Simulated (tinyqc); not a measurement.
Inside a calculation. Method: coupled-perturbed Hartree-Fock on RHF in the sto-3g basis, for BH3, spin multiplicity 1. One step of it, computed by the program tinyqc.

Task: Coupled step 2. U_ai = -(mu_ai + sum_bj [4 (ai|bj) - (ab|ij) - (aj|bi)] U_bj) / (e_a - e_i); alpha = -4 sum U_ai mu_ai.

U after step 1:
```
,i1,i2,i3,i4
a5,0.000000,0.000000,0.008142,0.000000
a6,0.000000,0.000000,0.712986,0.000000
a7,0.000000,0.000000,-0.697569,0.000000
a8,-0.014053,0.184260,0.000000,-0.693048
```

dipole integrals <a|y|i> (bohr):
```
,i1,i2,i3,i4
a5,0.000000,0.000000,-0.005050,0.000000
a6,0.000000,0.000000,-0.708953,0.000000
a7,0.000000,0.000000,0.722603,0.000000
a8,0.108017,-0.218115,0.000000,0.717896
```

orbital energies (hartree): MO1 -7.415636, MO2 -0.668555, MO3 -0.464850, MO4 -0.464837, MO5 0.238992, MO6 0.699328, MO7 0.758412, MO8 0.758473

Two-electron integrals over orbitals (pq|rs), unique and non-zero (hartree):
```
p,q,r,s,(pq|rs)
1,1,1,1,2.885671
2,1,1,1,-0.251529
2,1,2,1,0.034229
2,2,1,1,0.603297
2,2,2,1,-0.008653
2,2,2,2,0.444944
3,1,3,1,0.007591
3,2,3,1,0.013101
3,2,3,2,0.121420
3,3,1,1,0.547486
3,3,2,1,-0.003736
3,3,2,2,0.440788
3,3,3,3,0.493648
4,1,1,1,-0.000114
4,1,2,1,0.000011
4,1,2,2,-0.000020
4,1,3,3,-0.004181
4,1,4,1,0.007589
4,2,1,1,-0.000018
4,2,2,1,-0.000010
4,2,2,2,-0.000156
4,2,3,3,-0.063343
4,2,4,1,0.013094
4,2,4,2,0.121302
4,3,3,1,-0.004172
4,3,3,2,-0.063297
4,3,4,3,0.049110
4,4,1,1,0.547406
4,4,2,1,-0.003740
4,4,2,2,0.440621
4,4,3,3,0.395196
4,4,4,1,0.004186
4,4,4,2,0.063408
4,4,4,4,0.493715
5,1,1,1,-0.005608
5,1,2,1,0.000693
5,1,2,2,-0.000482
5,1,3,3,-0.000245
5,1,4,1,4.03e-07
5,1,4,2,5.16e-08
5,1,4,4,-0.000245
5,1,5,1,0.021930
5,2,1,1,0.002808
5,2,2,1,-0.000238
5,2,2,2,-0.000596
5,2,3,3,-0.000392
5,2,4,1,-7.32e-08
5,2,4,2,1.24e-07
5,2,4,4,-0.000392
5,2,5,1,0.021342
5,2,5,2,0.069470
5,3,3,1,0.000087
5,3,3,2,-0.000544
5,3,4,3,0.000548
5,3,5,3,0.017904
5,4,1,1,3.37e-06
5,4,2,1,-2.04e-07
5,4,2,2,8.20e-07
5,4,3,3,0.000549
5,4,4,1,0.000087
5,4,4,2,-0.000545
5,4,4,4,-0.000549
5,4,5,1,0.000011
5,4,5,2,0.000023
5,4,5,4,0.017899
5,5,1,1,0.741890
5,5,2,1,-0.009875
5,5,2,2,0.464190
5,5,3,3,0.435734
5,5,4,1,-4.09e-06
5,5,4,2,-0.000013
5,5,4,4,0.435687
5,5,5,1,0.000751
5,5,5,2,0.003803
5,5,5,4,3.29e-06
5,5,5,5,0.586809
6,1,1,1,-0.277346
6,1,2,1,0.038740
6,1,2,2,-0.008795
6,1,3,3,-0.003599
6,1,4,1,0.000101
6,1,4,2,0.000124
6,1,4,4,-0.003529
6,1,5,1,0.000349
6,1,5,2,-0.000646
6,1,5,4,7.25e-07
6,1,5,5,-0.007638
6,1,6,1,0.044002
6,2,1,1,0.214338
6,2,2,1,-0.009568
6,2,2,2,0.041743
6,2,3,3,0.021440
6,2,4,1,0.000045
6,2,4,2,0.000011
6,2,4,4,0.021144
6,2,5,1,-0.000626
6,2,5,2,-0.000235
6,2,5,4,0.000006
6,2,5,5,0.106689
6,2,6,1,-0.009479
6,2,6,2,0.069940
6,3,3,1,0.003305
6,3,3,2,-0.042740
6,3,4,3,0.040182
6,3,5,3,0.000635
6,3,6,3,0.058534
6,4,1,1,0.001437
6,4,2,1,-0.000042
6,4,2,2,0.000379
6,4,3,3,0.040730
6,4,4,1,0.003260
6,4,4,2,-0.043384
6,4,4,4,-0.040345
6,4,5,1,-1.19e-07
6,4,5,2,0.000010
6,4,5,4,0.000642
6,4,5,5,0.000699
6,4,6,1,9.74e-07
6,4,6,2,0.000743
6,4,6,4,0.059331
6,5,1,1,-0.002854
6,5,2,1,-0.000091
6,5,2,2,-0.001556
6,5,3,3,-0.000715
6,5,4,1,2.03e-06
6,5,4,2,0.000014
6,5,4,4,-0.000701
6,5,5,1,0.023850
6,5,5,2,0.065931
6,5,5,4,0.000139
6,5,5,5,0.000403
6,5,6,1,-0.000589
6,5,6,2,-0.002456
6,5,6,4,-0.000011
6,5,6,5,0.068775
6,6,1,1,0.621257
6,6,2,1,-0.011600
6,6,2,2,0.441119
6,6,3,3,0.439445
6,6,4,1,0.000163
6,6,4,2,0.001387
6,6,4,4,0.440913
6,6,5,1,-0.001330
6,6,5,2,-0.002795
6,6,5,4,-0.000011
6,6,5,5,0.461847
6,6,6,1,-0.011509
6,6,6,2,0.027290
6,6,6,4,-0.000406
6,6,6,5,-0.003507
6,6,6,6,0.458012
7,1,1,1,0.001810
7,1,2,1,-0.000261
7,1,2,2,0.000032
7,1,3,3,-0.005374
7,1,4,1,0.013264
7,1,4,2,0.019734
7,1,4,4,0.005433
7,1,5,1,-2.29e-06
7,1,5,2,4.09e-06
7,1,5,4,0.000172
7,1,5,5,0.000048
7,1,6,1,-0.000140
7,1,6,2,0.000144
7,1,6,4,0.005972
7,1,6,5,0.000007
7,1,6,6,0.000340
7,1,7,1,0.023442
7,2,1,1,-0.001495
7,2,2,1,0.000061
7,2,2,2,-0.000292
7,2,3,3,0.024599
7,2,4,1,0.007719
7,2,4,2,-0.003099
7,2,4,4,-0.024907
7,2,5,1,3.97e-06
7,2,5,2,9.79e-08
7,2,5,4,0.000916
7,2,5,5,-0.000737
7,2,6,1,0.000147
7,2,6,2,-0.000192
7,2,6,4,0.045596
7,2,6,5,0.000017
7,2,6,6,-0.000313
7,2,7,1,0.012960
7,2,7,2,0.048551
7,3,3,1,0.003357
7,3,3,2,0.051965
7,3,4,3,-0.023858
7,3,5,3,-0.000474
7,3,6,3,-0.030330
7,3,7,3,0.036756
7,4,1,1,0.202771
7,4,2,1,-0.005546
7,4,2,2,0.046451
7,4,3,3,0.053232
7,4,4,1,-0.003395
7,4,4,2,-0.051374
7,4,4,4,0.006420
7,4,5,1,0.000029
7,4,5,2,0.001580
7,4,5,4,0.000468
7,4,5,5,0.096603
7,4,6,1,-0.005105
7,4,6,2,0.067035
7,4,6,4,0.030552
7,4,6,5,-0.000557
7,4,6,6,0.026694
7,4,7,1,-0.005552
7,4,7,2,0.008510
7,4,7,4,0.104249
7,5,1,1,0.000018
7,5,2,1,4.13e-07
7,5,2,2,0.000007
7,5,3,3,-0.001010
7,5,4,1,0.000316
7,5,4,2,0.002130
7,5,4,4,0.001021
7,5,5,1,-0.000157
7,5,5,2,-0.000442
7,5,5,4,0.016260
7,5,5,5,-3.72e-06
7,5,6,1,0.000007
7,5,6,2,0.000018
7,5,6,4,-0.000798
7,5,6,5,-0.000322
7,5,6,6,0.000047
7,5,7,1,0.000523
7,5,7,2,0.000286
7,5,7,4,-0.000903
7,5,7,5,0.020093
7,6,1,1,0.000340
7,6,2,1,4.74e-06
7,6,2,2,-0.000027
7,6,3,3,-0.057699
7,6,4,1,0.013158
7,6,4,2,0.108985
7,6,4,4,0.057988
7,6,5,1,0.000008
7,6,5,2,0.000022
7,6,5,4,-0.000723
7,6,5,5,0.000069
7,6,6,1,0.000148
7,6,6,2,0.000070
7,6,6,4,-0.046774
7,6,6,5,0.000033
7,6,6,6,0.001472
7,6,7,1,0.020739
7,6,7,2,-0.009383
7,6,7,4,-0.052874
7,6,7,5,0.001890
7,6,7,6,0.111568
7,7,1,1,0.684262
7,7,2,1,-0.009967
7,7,2,2,0.459528
7,7,3,3,0.426330
7,7,4,1,-0.001100
7,7,4,2,0.026466
7,7,4,4,0.490116
7,7,5,1,-0.000162
7,7,5,2,0.000580
7,7,5,4,-0.000582
7,7,5,5,0.477919
7,7,6,1,-0.009373
7,7,6,2,0.044522
7,7,6,4,-0.036217
7,7,6,5,-0.000398
7,7,6,6,0.467030
7,7,7,1,-0.002815
7,7,7,2,-0.031472
7,7,7,4,0.043505
7,7,7,5,0.000304
7,7,7,6,0.028117
7,7,7,7,0.529203
8,1,3,1,0.013265
8,1,3,2,0.019738
8,1,4,3,-0.005383
8,1,5,3,0.000172
8,1,6,3,0.006045
8,1,7,3,0.005517
8,1,8,1,0.023438
8,2,3,1,0.007714
8,2,3,2,-0.003188
8,2,4,3,0.024783
8,2,5,3,0.000916
8,2,6,3,0.045512
8,2,7,3,-0.009572
8,2,8,1,0.012951
8,2,8,2,0.048567
8,3,1,1,0.202726
8,3,2,1,-0.005551
8,3,2,2,0.046303
8,3,3,3,0.006197
8,3,4,1,0.003379
8,3,4,2,0.051687
8,3,4,4,0.053491
8,3,5,1,0.000029
8,3,5,2,0.001580
8,3,5,4,-0.000469
8,3,5,5,0.096568
8,3,6,1,-0.005034
8,3,6,2,0.066944
8,3,6,4,-0.029918
8,3,6,5,-0.000545
8,3,6,6,0.028041
8,3,7,1,0.005594
8,3,7,2,-0.009703
8,3,7,4,0.036210
8,3,7,5,0.000915
8,3,7,6,0.053522
8,3,7,7,0.064020
8,3,8,3,0.104637
8,4,3,1,0.003384
8,4,3,2,0.051695
8,4,4,3,-0.023591
8,4,5,3,-0.000470
8,4,6,3,-0.029954
8,4,7,3,0.032435
8,4,8,1,0.005565
8,4,8,2,-0.009254
8,4,8,4,0.036357
8,5,3,1,0.000316
8,5,3,2,0.002130
8,5,4,3,-0.001013
8,5,5,3,0.016259
8,5,6,3,-0.000786
8,5,7,3,0.000917
8,5,8,1,0.000523
8,5,8,2,0.000285
8,5,8,4,0.000912
8,5,8,5,0.020088
8,6,3,1,0.013172
8,6,3,2,0.108676
8,6,4,3,-0.057304
8,6,5,3,-0.000715
8,6,6,3,-0.045592
8,6,7,3,0.053499
8,6,8,1,0.020771
8,6,8,2,-0.009038
8,6,8,4,0.053205
8,6,8,5,0.001886
8,6,8,6,0.110807
8,7,3,1,0.000840
8,7,3,2,-0.028632
8,7,4,3,0.033002
8,7,5,3,0.000597
8,7,6,3,0.037362
8,7,7,3,-0.011664
8,7,8,1,0.002474
8,7,8,2,0.031364
8,7,8,4,-0.011406
8,7,8,5,-0.000338
8,7,8,6,-0.029670
8,7,8,7,0.034846
8,8,1,1,0.684257
8,8,2,1,-0.009967
8,8,2,2,0.459589
8,8,3,3,0.490877
8,8,4,1,0.000922
8,8,4,2,-0.027921
8,8,4,4,0.425523
8,8,5,1,-0.000162
8,8,5,2,0.000580
8,8,5,4,0.000593
8,8,5,5,0.477928
8,8,6,1,-0.009337
8,8,6,2,0.044895
8,8,6,4,0.037596
8,8,6,5,-0.000403
8,8,6,6,0.466288
8,8,7,1,0.002668
8,8,7,2,0.030975
8,8,7,4,0.064525
8,8,7,5,-0.000323
8,8,7,6,-0.029241
8,8,7,7,0.461411
8,8,8,3,0.042566
8,8,8,8,0.529960
```

Give: U after step 2; polarisability.

Result:

U after step 2:
```
,i1,i2,i3,i4
a5,0.0000,0.0000,0.0082,0.0000
a6,0.0000,0.0000,0.7304,0.0000
a7,0.0000,0.0000,-0.7171,0.0000
a8,-0.0141,0.1907,0.0000,-0.7125
```

polarisability = 6.3624 bohr^3
